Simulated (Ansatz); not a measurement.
# CHN, SMILES [C-]#[NH+]: a rigid scan of one bond angle

Program: Ansatz 0.2.0 through its Python package.

At the Python prompt:
```pycon
>>> import ansatz as az
>>> from ase import Atoms
>>> BASIS_SET = "def2-SVP"
>>> FUNCTIONAL = "hf"
>>> FORCE_TOL = 0.02
>>> atoms = Atoms(["C", "N", "H"], positions=[
...     (1.1035, 0.1894, 0.0),
...     (-0.0497, -0.0085, 0.0),
...     (-1.0538, -0.1809, 0.0),
... ])
>>> # start the scan from a relaxed geometry
>>> first = (
...     az.Crystal.molecule_from_ase(atoms).calculation()
...     .basis(gaussian=BASIS_SET)
...     .functional(FUNCTIONAL)
...     .scf(lower_state_search="standard")
...     .relax(force_tolerance=FORCE_TOL, max_steps=80)
... )
>>> atoms.positions = first.run(threads=1, pin="off").report["positions_ang"]
>>> rows = []
>>> for angle in [90, 100, 110, 120, 135, 150, 165, 179]:
...     bent = atoms.copy()
...     bent.set_angle(0, 1, 2, angle, indices=[2])
...     model = (
...         az.Crystal.molecule_from_ase(bent).calculation()
...         .basis(gaussian=BASIS_SET)
...         .functional(FUNCTIONAL)
...         .scf(lower_state_search="standard")
...     )
...     rows.append((angle, model.run(threads=1, pin="off").report["free_energy_ev"]))
...
>>> floor = min(e for _, e in rows)
>>> for angle, e in rows:
...     print(f"angle C0-N1-H2 = {angle:3d} deg   {1000 * (e - floor):9.1f} meV")
...
angle C0-N1-H2 =  90 deg      1017.9 meV
angle C0-N1-H2 = 100 deg       826.5 meV
angle C0-N1-H2 = 110 deg       655.8 meV
angle C0-N1-H2 = 120 deg       500.5 meV
angle C0-N1-H2 = 135 deg       298.0 meV
angle C0-N1-H2 = 150 deg       139.2 meV
angle C0-N1-H2 = 165 deg        35.9 meV
angle C0-N1-H2 = 179 deg         0.0 meV
```

What to keep in mind:
- The settings weren't tested for convergence.
- The scan is rigid, and the energies are electronic, in a modest basis. The zero is the lowest point of the grid, which needn't be the minimum.
- It ran for 2.3 s on 1 thread of Arm Neoverse V1 (shared host), peak memory 0.16 GiB.
